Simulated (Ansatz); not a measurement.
CH$_{3}$OSi (SMILES C[Si+]=O) (charge +1), closed shell: a single point at a frame of a short PBE0-D4/def2-SVP trajectory.

Input (in.yaml):

```yaml
crystal:
  periodic: [false, false, false]
  atoms:
    - {symbol: C, position_ang: [-0.390961, 0.447068, -0.226719]}
    - {symbol: Si, position_ang: [0.713665, -0.819576, 0.444411]}
    - {symbol: O, position_ang: [1.454470, -1.869741, 1.185344]}
    - {symbol: H, position_ang: [0.059164, 1.473363, -0.269752]}
    - {symbol: H, position_ang: [-1.335846, 0.511643, 0.381694]}
    - {symbol: H, position_ang: [-0.691004, 0.163742, -1.297200]}
basis:
  gaussian: {orbitals: def2-TZVPP}
total_charge: 1
hamiltonian: {xc: pbe0, dispersion: d4}
output: {forces: true, orbitals: {seedname: orbitals}}
```

Launched with

```bash
ansatz run in.yaml --threads 2 --pin off --events-out ev --progress --plain --max-ram 3481MiB
```

The run's output (Ansatz 0.2.0):

```
Functional definition: PBE0
  name "PBE0"
  cite "Adamo & Barone, J. Chem. Phys. 110, 6158 (1999) doi:10.1063/1.478522"
  cite "Perdew, Burke & Ernzerhof, Phys. Rev. Lett. 77, 3865 (1996) doi:10.1103/PhysRevLett.77.3865"
  parent pbe
  parameter a = 0.25
  parameter kappa = 0.804
  parameter beta = 0.06672455060314922
  exchange = (1 - a)*pbe_x(kappa = kappa, mu = beta*pi^2/3) + a*exact_x
  correlation = pbe_c(beta = beta)
799 factors; their error is unknown
mean field evaluation 1: about -10974.2384 eV, gradient 1.1e2 eV
mean field evaluation 2: about -10846.2663 eV, gradient 2.0e2 eV
mean field evaluation 4: about -10994.9685 eV, gradient 2.1e1 eV
mean field evaluation 8: about -10996.0893 eV, gradient 1.7e-1 eV
mean field evaluation 16: about -10996.1064 eV, gradient 3.0e-4 eV
mean field -10996.10643206 eV, -404.0994579495 hartree, gradient 1.4e-5 eV, S^2 0.000000; 0 other end points of the search recorded, 0 dependent functions left out
the calculation of the forces begins
reference -10996.10645834 eV, -404.0994589153 hartree; 15, 15 occupied and 131, 131 virtual orbitals, 799 factors
Total energy: -10996.16574027 eV, -404.1016374859 hartree
Atom 0 at    -0.390961     0.447068    -0.226719 Å, force    -1.154478     0.849462    -1.392514 eV/Å
Atom 1 at     0.713665    -0.819576     0.444411 Å, force    -0.407474     0.373434     0.162723 eV/Å
Atom 2 at     1.454470    -1.869741     1.185344 Å, force     0.249496    -0.214736    -0.008354 eV/Å
Atom 3 at     0.059164     1.473363    -0.269752 Å, force    -0.002505    -0.886060     0.166715 eV/Å
Atom 4 at    -1.335846     0.511643     0.381694 Å, force     0.842067    -0.313085    -0.259202 eV/Å
Atom 5 at    -0.691004     0.163742    -1.297200 Å, force     0.472895     0.190985     1.330632 eV/Å
Dipole moment:    -0.588749     0.812306    -0.579000 e Å
```

The lines “mean field evaluation” count trial sets of orbitals through the whole run, from several starts and some on an approximate energy, so they need not fall steadily or lie above the final value.

Hardware: 2 CPU threads of an Arm Neoverse V1, shared host. Wall time about 2 s.
